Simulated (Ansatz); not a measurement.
# fcc Cu

Computed with LDA in Ansatz (plane waves, PAW).

Numerical settings: plane-wave cutoff 500 eV, 34×34×34 k mesh, Fermi–Dirac smearing 0.1 eV, no spin polarisation, scalar-relativistic PAW data made under PBE.

Cell (relaxed at this level):

Space group Fm-3m (No. 225); a = b = c = 3.518 Å, α = β = γ = 90.00°

```csv
atom,site,symmetry,x,y,z
Cu,4a,m-3m,0.0000,0.0000,0.0000
```
(The calculation used a cell of 1 atom; values per cell refer to that cell.)

```yaml
equilibrium_volume_per_atom: 10.89 Å³/atom
lattice_constant_a: 3.518 Å
```

Measured, for comparison: equilibrium volume per atom 11.62 Å³/atom, lattice constant a 3.595 Å (low-temperature or extrapolated to 0 K; zero-point anharmonic expansion removed; as tabulated in Csonka et al. (2009), arXiv:0903.4037). Computed (rounded) less measured: equilibrium volume per atom -6.3 %, lattice constant a -2.1 %.

Computed values are for the static lattice.

Cost on a shared machine: about 90 core-seconds (a rough figure).

Ansatz is a first-principles code.
